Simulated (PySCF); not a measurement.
# Indirect couplings

Cartesian coordinates in Å; atom numbers follow the order of the lines, from 1:
```xyz
14

C     1.638    0.207   -0.446
C     1.315   -0.024    1.094
C    -0.130   -0.144    0.633
C     0.139    0.047   -0.646
C    -1.314    0.016   -1.095
C    -1.637   -0.215    0.445
H     2.286   -0.559   -0.904
H     2.059    1.200   -0.675
H     1.553    0.837    1.740
H     1.772   -0.926    1.534
H    -1.612   -0.810   -1.761
H    -1.718    0.956   -1.505
H    -2.227    0.593    0.909
H    -2.123   -1.177    0.678
```

Method: B3LYP/pcJ-1 (without the spin–dipole term)//PBE0-D3(BJ)/def2-SVP, PySCF 2.14; isolated molecule, single conformer, non-relativistic. Couplings are averaged over pairs made equivalent by symmetry, fast rotation or ring inversion, so a value needn't be that of the named pair in this geometry, while other rotamers aren't included; one pair stands for each set, and the list holds those of at least 1.5 Hz over up to four bonds.

Isotopes: ¹³C, ¹H.

```csv
pair,bonds,J (Hz)
"C1, C2",1,?
"C1, C4",1,?
"C1, H7",1,145.1
"C3, C4",1,44.2
"C1, C3",2,-10.3
"C1, C5",2,-2.6
"C1, H9",2,?
"C3, H9",2,?
"H7, H8",2,-14.5
"C1, C6",3,10.5
"C3, H7",3,8.6
"H7, H9",3,2.0
"H7, H10",3,4.3
"H7, H11",4,-1.8
"H7, H12",4,?
```

Estimate the withheld couplings, with signs.

## Answers


- ¹J(C1,C2) = 32.6 Hz (bond length 1.590 Å)
- ¹J(C1,C4) = 36.1 Hz (bond length 1.521 Å)
- ²J(C1,H9) = -2.6 Hz
- ²J(C3,H9) = -7.5 Hz
- ⁴J(H7,H12) = -1.6 Hz
